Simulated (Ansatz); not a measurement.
# BH4N: composite energy at a relaxed geometry

The task is a composite energy at a relaxed geometry, for BH4N. SMILES: BN.

Computed with Ansatz 0.2.0, driven from Python. The levels of theory stand in the script.

### 1 Starting point

Bond lengths: B1–N2 1.561 Å, B1–H3 1.086 Å, B1–H4 1.141 Å, N2–H5 1.057 Å, N2–H6 1.050 Å. Angles: B1–N2–H5 105.1°, B1–N2–H6 107.2°, H5–N2–H6 107.3°, N2–B1–H3 122.5°, N2–B1–H4 115.8°, H3–B1–H4 121.6°.

No structure file is read: the coordinates are typed or built in the script.

### 2 The code

Contents of composite_bh4n.py:

```python
'''Relax BH4N cheaply, then refine its energy.'''

import warnings

import ansatz as az
import numpy as np

warnings.simplefilter('ignore', az.DeckWarning)

geometry_ang = [
    ('B', (-0.1545, -0.7069, -0.0646)),
    ('N', (-0.132, 0.8533, -0.0856)),
    ('H', (0.6583, -1.2974, 0.3478)),
    ('H', (-1.083, -1.1967, -0.5124)),
    ('H', (0.7347, 1.1086, -0.6339)),
    ('H', (0.0186, 1.1751, 0.9026)),
]
molecule = az.Crystal.molecule()
for symbol, xyz in geometry_ang:
    molecule = molecule.atom(symbol, xyz)

calculation = (
    molecule.calculation()
    .basis(gaussian='def2-SVP')
    .functional('b3lyp')
)
symbols = [site.symbol for site in molecule.cartesian_sites]
start = np.array([site.position_ang for site in molecule.cartesian_sites], dtype=float)
report = calculation.relax(force_tolerance=0.01, max_steps=100).run(threads=1, pin='off').report
end = np.array(report['positions_ang'])
print('final positions (A) and the move of each atom')
for symbol, xyz, old in zip(symbols, end, start):
    print(f'{symbol:2s} {xyz[0]:10.5f} {xyz[1]:10.5f} {xyz[2]:10.5f}   {np.linalg.norm(xyz - old):7.4f}')

minimum = az.Crystal.molecule()
for symbol, place in zip(symbols, end):
    minimum = minimum.atom(symbol, place.tolist())
at_minimum = minimum.calculation()
# MP2 extrapolated to the basis limit, plus the small-basis difference CCSD(T) - MP2
level = lambda method, basis: at_minimum.basis(gaussian=basis).correlation(method).run(threads=1, pin='off').report
small, large, cluster = level('mp2', 'cc-pVDZ'), level('mp2', 'cc-pVTZ'), level('ccsd_t', 'cc-pVDZ')
corr = lambda each: (each['free_energy_ev'] - each['reference_energy_ev']) / 27.211386246
mp2_limit = (27 * corr(large) - 8 * corr(small)) / 19
pieces = {'HF / cc-pVTZ': large['reference_energy_ev'] / 27.211386246, 'MP2 correlation, DZ-TZ limit': mp2_limit, 'CCSD(T) - MP2 / cc-pVDZ': corr(cluster) - corr(small)}
for name, value in pieces.items():
    print(f'{name:32s} {value:14.6f} Ha')
print(f'{"sum":32s} {sum(pieces.values()):14.6f} Ha')
print('T1 diagnostic', round(cluster['correlation']['coupled_cluster']['t1_diagnostic'], 4))
```

### 3 The calls as engine input

The engine receives this input (first run):

```yaml
crystal:
  periodic: [false, false, false]
  atoms:
    - { symbol: B, position_ang: [-0.1545, -0.7069, -0.0646] }
    - { symbol: "N", position_ang: [-0.132, 0.8533, -0.0856] }
    - { symbol: H, position_ang: [0.6583, -1.2974, 0.3478] }
    - { symbol: H, position_ang: [-1.083, -1.1967, -0.5124] }
    - { symbol: H, position_ang: [0.7347, 1.1086, -0.6339] }
    - { symbol: H, position_ang: [0.0186, 1.1751, 0.9026] }
basis:
  gaussian:
    orbitals: def2-SVP
hamiltonian:
  xc: b3lyp
relax:
  f_tol: 0.01
  max_steps: 100
```

### 4 Running it

Launch:

```bash
$ python composite_bh4n.py
```

Without the output at hand: what should come out? Wanted: T1 diagnostic; composite energy.

The runs gave:

| quantity | value |
| --- | --- |
| T1 diagnostic | 0.0145 |
| composite energy | -81.915638 Ha |
| runs compared | 3 |

In words: All 3 runs converged (11 to 17 cycles). A T1 diagnostic under about 0.02 supports a single-reference treatment, as here. Run 0: The relaxation took 10 moves; the largest shift is 0.893 Å, of atom 5 (H). So large a move can change the bonding: the results belong to the relaxed structure. Notes:
- The sum leaves out core correlation, relativity, the Hartree-Fock basis error and zero-point energy; a DZ-TZ extrapolation is rough.
- b3lyp holds the VWN-RPA fit, as in Gaussian; the form of ORCA and Turbomole is b3lyp5.
- Inner cores stay frozen, so this is valence correlation.
- An extrapolation from small basis sets is rough.
